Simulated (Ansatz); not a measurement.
# Zirconium, hcp under RPBE: structure, energy and stiffness

Aim: take zirconium in the hcp structure, relax it, solve it on a dense k-mesh, switch on spin-orbit coupling, then scale the cell to 7 volumes from 88 to 112 % of the relaxed one and try a fit of the equation of state. The k-meshes are 11×11×6 for the relaxation; 18×18×10 for the dense run; 11×11×6 for spin-orbit coupling; 18×18×10 for the volumes. The starting cell is the deposited one, from the Crystallography Open Database.

Program: Ansatz 0.2.0. Level of theory: DFT RPBE, plane waves (420 eV) with PAW, scalar-relativistic; PAW files made under PBE, frozen cores solved again for the functional. These are calculated values, not measurements.

### 1 Starting point

Symmetry: P6_3/mmc, No. 194, hexagonal system. Conventional cell: a = 3.232 Å, b = 3.232 Å, c = 5.147 Å, α = 90.00°, β = 90.00°, γ = 120.00°. Zr (site symmetry -6m2) is surrounded by 12 Zr at 3.18 to 3.23 Å.

As a file:

```cif
data_structure
_symmetry_space_group_name_H-M 'P6_3/mmc'
_symmetry_Int_Tables_number 194
_cell_length_a 3.2320
_cell_length_b 3.2320
_cell_length_c 5.1470
_cell_angle_alpha 90.000
_cell_angle_beta 90.000
_cell_angle_gamma 120.000
_cell_volume 46.56
loop_
_atom_site_label
_atom_site_type_symbol
_atom_site_symmetry_multiplicity
_atom_site_Wyckoff_symbol
_atom_site_fract_x
_atom_site_fract_y
_atom_site_fract_z
_atom_site_occupancy
Zr1 Zr 2 c 0.33333 0.66667 0.25000 1
```

### 2 Relaxation of the cell

The input, input.yaml:

```yaml
crystal:
  lattice:
    - [3.2319982225, 0.0, 0.0]
    - [-1.6159991112, 2.7989925656, 0.0]
    - [0.0, 0.0, 5.147]
  atoms:
    - { symbol: Zr, position: [0.3333333333, 0.6666666667, 0.25] }
    - { symbol: Zr, position: [0.6666666667, 0.3333333333, 0.75] }
hamiltonian:
  xc: rpbe
  pseudopotentials:
    kind: paw
    azcp:
      Zr: "pseudopotentials/Zr.paw.azcp"
basis:
  ecutwfc: 420
  fft_grid_basis: typed
kpoints:
  mp_grid: { grid: [11, 11, 6], shift: [0, 0, 0] }
magnetization:
  spin_polarized: false
scf:
  occupations: { method: fermi_dirac, width: 0.1 }
relax:
  max_steps: 60
  f_tol: 0.01
  cell: {}
```

Further steps of the session: Single point on a dense mesh; Spin-orbit coupling switched on; The cell scaled to 88 % of its volume; The cell scaled to 92 % of its volume; The cell scaled to 96 % of its volume; The cell scaled to 100 % of its volume; The cell scaled to 104 % of its volume; The cell scaled to 108 % of its volume; The cell scaled to 112 % of its volume.

What does the calculation give? Wanted: space group; conventional cell; volume; shortest distance; gap on the mesh; V₀, B₀, B₀′.

**Answer**, as computed:

| quantity | value |
| --- | --- |
| space group (spins left aside) | P6_3/mmc (No. 194) |
| conventional cell | a = 3.260 Å, c = 5.210 Å (c/a = 1.598) |
| volume | 23.973 Å³/atom |
| shortest distance | 3.214 Å |
| against the deposited volume | +3.0 % (23.281 Å³/atom) |
| gap on the mesh | none (levels filled in part) |
| V₀, B₀, B₀′ | 23.946 Å³/atom, 89 GPa, 3.3 |

What this shows: The relaxed volume lies 3.0 % above the deposited cell. This functional tends to bind solids too weakly. Zero-point motion and any thermal expansion in the deposited cell, which the calculation lacks, would widen the miss. Levels at the Fermi energy are filled in part, as in a metal. Totals with and without spin-orbit coupling (-0.85 eV/atom apart) can't be read as binding, since the two-component data shift the zero of energy. The fitted modulus is 89 GPa; letting shape and positions relax at each volume could only lower it.
